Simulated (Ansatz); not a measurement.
Input file:

```yaml
crystal:
  periodic: [false, false, false]
  atoms:
    - {symbol: N, position_ang: [0.000000, 0.000000, 0.000000]}
    - {symbol: N, position_ang: [0.000000, 0.000000, 1.988000]}
basis:
  gaussian: {orbitals: cc-pVTZ}
magnetization: {spin_polarized: false}
correlation: {method: bccd_t, electrons: outside_noble_gas}
```

```sh
$ ansatz run in.yaml --threads 1 --pin off --events-out ev --progress --plain --max-ram 2393MiB
```

Log:

```
356 factors; integrals over basis functions are off by at most 1.9e-3 eV
mean field evaluation 1: about -2948.5337 eV, gradient 7.2e0 eV
mean field evaluation 2: about -2948.5361 eV, gradient 7.2e0 eV
mean field evaluation 4: about -2948.7318 eV, gradient 9.6e-1 eV
mean field evaluation 8: about -2948.7359 eV, gradient 8.4e-3 eV
mean field evaluation 16: about -2948.7359 eV, gradient 5.6e-6 eV
mean field evaluation 32: about -2952.1313 eV, gradient 4.1e0 eV
mean field evaluation 64: about -2950.9690 eV, gradient 1.3e1 eV
mean field evaluation 96: about -2951.1982 eV, gradient 9.3e0 eV
mean field evaluation 128: about -2951.5557 eV, gradient 5.1e-1 eV
mean field evaluation 160: about -2951.5568 eV, gradient 5.4e-2 eV
...
cycle  11  -16.24184471 eV  change    4.9e-3 eV  update   5.2e-4
cycle  12  -16.24646480 eV  change   -4.6e-3 eV  update   2.5e-4
cycle  13  -16.24649585 eV  change   -3.1e-5 eV  update   1.4e-4
cycle  14  -16.24588168 eV  change    6.1e-4 eV  update   9.2e-5
cycle  15  -16.24599491 eV  change   -1.1e-4 eV  update   4.0e-5
cycle  16  -16.24607675 eV  change   -8.2e-5 eV  update   2.0e-5
cycle  17  -16.24613298 eV  change   -5.6e-5 eV  update   7.5e-6
cycle  18  -16.24608756 eV  change    4.5e-5 eV  update   4.4e-6
cycle  19  -16.24607593 eV  change    1.2e-5 eV  update   1.5e-6
cycle  20  -16.24607758 eV  change   -1.6e-6 eV  update   8.8e-7
perturbative correction -3.20886765 eV, -0.1179237112 hartree
WARN: the results are in doubt because among natural orbitals full CI differs from the method by +2.524 eV
Total energy: -2968.19087808 eV, -109.0790028575 hartree
In doubt: among natural orbitals full CI differs from the method by +2.524 eV
```

Ran on 1 thread of Intel Xeon Platinum 8488C, shared host: 3.3 s wall, 0.16 GiB peak host memory.
